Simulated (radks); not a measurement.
# F³⁺ in [He] 2s2 2p2: an all-electron calculation

Wanted: eigenvalues, radial structure and energy terms of the fluorine ion F3+.

Program: radks (a radial shooting solver on a logarithmic mesh, Libxc functionals) version 1. Level of theory: scalar-relativistic Kohn-Sham, PBE, spin-polarised, spherical densities, point nucleus; open shells are filled with parallel spins first. These are calculated values, not measurements, unless marked.

### Step 1. The system

- element: fluorine (Z = 9)
- charge: +3
- electrons: 6
- configuration: [He] 2s2 2p2

The outer shells:

F³⁺
```
[He] core
2s [↑↓]
2p [↑ ][↑ ][  ]
```

### Step 2. The calculation

Input:

```text
Z 9
configuration [He] 2s2 2p2 3s0 3p0 3d0
relativity scalar-relativistic
functional pbe,pbe
spin polarised
nucleus point
c 137.035999084
```

**Question.** What will this run give?

The runs gave:

```
                        quantity                      value
                    total energy          -95.50023 hartree
exchange-correlation share of it                     8.90 %
                            −T/E                     1.0003
          highest occupied level          2p up, -75.093 eV
    most extended occupied level  2s down, <r> = 0.887 bohr
 radius at density 0.001 e/bohr³                  2.25 bohr
    maxima of the radial density                          2
         ionisation energy, NIST       87.18 (semi-emp.) eV
```

**Reading.** 2 principal shells are occupied and 2 maxima appear in the radial density. Minus the highest eigenvalue, 75.093 eV, is 86 % of the tabulated ionisation energy (87.18 eV); the potential of a semilocal functional falls off too fast, so its top eigenvalue is too shallow. Open shells are spherical and high-spin; term and fine-structure splittings are not resolved.
